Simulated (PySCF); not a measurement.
Species: CH₅P.
Structure used (PBE0-D3(BJ)/def2-SVP), in Å, numbered top down from 1:
```
atom  x, y, z in Å
C1     1.1185   -0.0156   -0.1381
P2    -0.5426   -0.0431    0.0368
H3     1.5330    0.7177   -0.8340
H4     1.6434   -0.9698   -0.0469
H5    -1.0910    1.2525    0.2160
H6    -0.9581   -0.7791    1.1761
H7    -1.5692   -0.5414   -0.8747
```

Method used: core-valence-separated Tamm–Dancoff BHandHLYP/aug-pcX-1 (pcseg-1 on H, def2-SVPD on P) in PySCF, non-relativistic, gas phase, PBE0-D3(BJ)/def2-SVP geometry. BHandHLYP without relativity tends to put these K edges a few eV too low, so spacings mean more than positions.

The lowest roots of each edge with f over 0.003 (five at most, numbered afresh; weaker and dark ones are left out), with transition dipoles (au) in the frame of the coordinates:

| root | edge | E (eV) | f | μx | μy | μz |
| --- | --- | --- | --- | --- | --- | --- |
| 1 | C | 283.57 | 0.0351 | -0.0549 | -0.0219 | -0.0393 |
| 2 | C | 284.83 | 0.0134 | -0.0428 | 0.0014 | 0.0094 |
| 3 | C | 285.36 | 0.0071 | 0.0082 | 0.0128 | 0.0279 |
| 4 | C | 285.49 | 0.0208 | -0.0031 | 0.0494 | -0.0229 |
| 5 | C | 285.93 | 0.0236 | 0.0368 | -0.0171 | -0.0416 |

Problem. Molecules are fixed in this frame and the field points along y. What effective strengths 3 f cos²θ do the roots have (θ between field and μ)?

Solution. root 1 (C1): 0.010, root 2 (C1): 0.000, root 3 (C1): 0.003, root 4 (C1): 0.051, root 5 (C1): 0.006. Root 4 is the strongest. Averaged over all orientations cos²θ is 1/3, which gives f back.

On one thread, Arm Neoverse N1 (aarch64), on a shared host, this took 1.9 s wall and 0.38 GiB of memory at its peak.
